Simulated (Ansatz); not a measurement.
Frontier orbitals of C₂H₂Cl₂O (`ClC1(Cl)CO1`).

Cartesian coordinates in Å:
```
Cl 1.676 -1.143 -0.635
C 0.607 0.067 0.036
Cl 1.327 1.661 0.027
C -0.834 -0.092 -0.048
O -0.079 -0.285 1.165
H -1.237 -1.001 -0.484
H -1.460 0.794 -0.060
```

The species carries charge 0 and has multiplicity 1. The geometry is a stationary point of PBE0-D4/def2-TZVP. Basis def2-TZVPP, the Gaussian-basis code of Ansatz.

Orbital energies of one run (eV). Highest occupied ones, from the top: -7.20, -7.30, -7.55, -8.25, -8.41, -9.83, -10.53, -11.47, -12.92, -13.34, -15.31, -17.52, -20.90, -22.31. Empty: -1.22, 0.06, 0.35, 1.04, 1.46, 2.43.

Q: Which functional gave them?
A. r2SCANh
B. revPBE
C. ωB97X-V
D. B97M-V

A: B. HOMO energies: revPBE -7.20, B97M-V -7.76, r2SCANh -8.17, ωB97X-V -11.15 eV.
